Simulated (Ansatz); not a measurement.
## CH3O, doublet: reading a ladder of total energies

Geometry: MP2(full)/6-31G*, from the G2/97 set.

```yaml
atoms:
  - { symbol: C, position_ang: [0.7272, 0.0561, -0.0740] }
  - { symbol: O, position_ang: [-0.6323, -0.0992, 0.0384] }
  - { symbol: H, position_ang: [-1.0521, 0.7667, -0.0872] }
  - { symbol: H, position_ang: [1.1626, 1.0017, 0.2340] }
  - { symbol: H, position_ang: [1.2609, -0.8617, 0.1260] }
```

Basis 6-31G; Ansatz 0.2.0. Only valence electrons are correlated (noble-gas cores frozen), which leaves 13 electrons in 22 orbitals. Prefix R: restricted or restricted open-shell reference; prefix U: unrestricted.

Full CI isn't at hand for all of this; UCCSDTQ serves as the reference, and is uncertain by about the last step of the cluster series.

Runs differ by some tens of microhartree through their thresholds and, for an open shell, their frozen cores, so steps under 0.03 kcal/mol mean nothing.

```tsv
level	total energy (hartree)
UHF	-114.360739
UMP2	-114.556779
UCCSD	-114.575157
UCCSD(T)	-114.578661
UCCSDT	-114.579099
UCCSDT(Q)	-114.579672
UCCSDTQ	-114.579623
```

What is the correlation energy at UCCSDTQ, and what share of it do UMP2 and UCCSDT recover?

E(corr) = -114.579623 − (-114.360739) = -0.218884 hartree = -5.956 eV. UMP2: -0.196040 / -0.218884 = 89.56 %. UCCSDT: -0.218360 / -0.218884 = 99.76 %.

By how many kcal/mol does UCCSD(T) miss UCCSDTQ (1 hartree = 627.509 kcal/mol), and which steps make up the rest?

-114.578661 − (-114.579623) = 0.000962 hartree = 0.60 kcal/mol. Steps: UCCSDT − UCCSD(T) = -0.27, UCCSDT(Q) − UCCSDT = -0.36, UCCSDTQ − UCCSDT(Q) = 0.03 kcal/mol. That is within 1 kcal/mol of the reference in this basis, which itself misses far more of the correlation at the basis-set limit.
